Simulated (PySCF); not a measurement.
Molecule: `CC(C)(Cl)CCl`, C$_{4}$H$_{8}$Cl$_{2}$.

Cartesian coordinates in Å; atom numbers follow the order of the lines, from 1:
```xyz
14

C    -1.172   -0.843   -0.244
C    -0.042   -0.030    0.365
C     1.323   -0.624    0.058
Cl   -0.259   -0.037    2.163
C    -0.124    1.442   -0.023
Cl    0.070    1.654   -1.781
H    -1.124   -1.873    0.099
H    -2.138   -0.428    0.035
H    -1.086   -0.829   -1.328
H     2.109   -0.055    0.551
H     1.496   -0.600   -1.016
H     1.373   -1.654    0.400
H    -1.095    1.861    0.243
H     0.669    2.016    0.457
```

Frames of a GFN2-xTB Langevin trajectory at 300 K; GIAO PBE0/pcSseg-1 shieldings in PySCF 2.14, gas phase, non-relativistic; equivalent atoms averaged within each frame.

Chemical shifts δ = σref − σ; ¹³C (186.93 ppm), ¹H (31.72 ppm) against TMS; ³⁵Cl (949.78 ppm) vs HCl, all at this level. The references are static minima.

Problem. How do the shifts (ppm) fluctuate along the trajectory?

Solution. 
```
         time (fs)    C2    C5  C1/C3  Cl4  Cl6  H13/H14  H7/H8/H9/H10/H11/H12
               250  80.3  53.8   31.3  397   94     4.04                  1.83
               425  65.3  70.8   36.1  201  148     4.48                  1.84
               625  88.2  60.8   32.0  388  104     4.67                  1.73
               800  76.7  64.1   33.2  337  123     4.44                  2.20
              1000  90.3  58.7   38.8  331   77     4.44                  2.42
    mean of frames  80.2  61.6   34.3  331  109     4.41                  2.00
standard deviation  10.0   6.4    3.1   78   27     0.23                  0.29
```

5 frames give an uncertainty of the mean of about the standard deviation over 2.2 at best, since frames this close in time may not be independent; classical motion lacks zero-point vibration, and the reference would need the same averaging.
